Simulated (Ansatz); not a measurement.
Frontier orbitals of tetrahydrofuran (`C1CCOC1`).

```tsv
atom	x (Å)	y (Å)	z (Å)
C1	0.325	0.944	0.380
C2	-1.014	0.339	-0.023
C3	-0.567	-0.832	-0.882
O4	0.673	-1.269	-0.344
C5	1.175	-0.302	0.567
H6	0.274	1.560	1.279
H7	0.722	1.560	-0.433
H8	-1.665	1.032	-0.558
H9	-1.550	-0.018	0.861
H10	-1.270	-1.669	-0.869
H11	-0.424	-0.522	-1.926
H12	2.235	-0.135	0.356
H13	1.088	-0.688	1.591
```

The species carries charge 0 and has multiplicity 1. The structure was optimised at the PBE0-D4/def2-TZVP level. Basis def2-TZVPP, the Gaussian-basis code of Ansatz.

| functional | HOMO (eV) | LUMO (eV) | gap (eV) |
| --- | --- | --- | --- |
| LDA (SPW92) | -5.53 | 0.25 | 5.78 |
| PBE | -5.44 | 0.40 | 5.84 |
| PBE0 | -7.02 | 1.21 | 8.23 |
| r2SCANh | -6.34 | 1.40 | 7.74 |
| r2SCAN0 | -7.25 | 1.73 | 8.98 |
| ωB97X-V | -9.50 | 3.06 | 12.56 |
| ωB97M-V | -9.44 | 2.63 | 12.07 |
| HF | -11.04 | 3.76 | 14.80 |

From PBE to PBE0 the HOMO moves by −1.59 eV and the LUMO by +0.81 eV, and with ωB97M-V by −4.01 and +2.23 eV, so the gap grows from 5.83 to 12.08 eV with exact exchange. A positive LUMO is unbound and depends on the basis.
